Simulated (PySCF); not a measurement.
Molecule: C₂H₂F, charge 0, multiplicity 2. It need not be the lowest isomer of its formula. 
Structure (B3LYP-D3(BJ)/def2-TZVP (Ansatz) minimum search):
SMILES: C(=[CH])F
```xyz
5

C      0.0300     0.3889     0.0008
C      1.2398    -0.0873    -0.0066
F     -1.0719    -0.3912     0.0045
H     -0.2254     1.4461     0.0047
H      2.2534     0.2654    -0.0109
```
Charge 0, spin multiplicity 2.

Dispersion corrections to the total energy (kcal/mol) from the dftd3 and dftd4 libraries through PySCF: D3(BJ) without and D4 with the three-body term, each with the damping fitted for the functional named.

```
functional  D3(BJ)     D4
----------  ------  -----
PW6B95           ?  -0.99
PBE0         -0.99      ?
revPBE       -3.31  -4.27
PBE          -1.21  -1.09
BLYP         -2.56  -2.56
BP86             ?  -1.37
r2SCAN       -0.30  -0.25
```

Task: Some entries are withheld; supply them.

Result: 
- PW6B95, D3(BJ): -0.51
- PBE0, D4: -0.89
- BP86, D3(BJ): -1.77
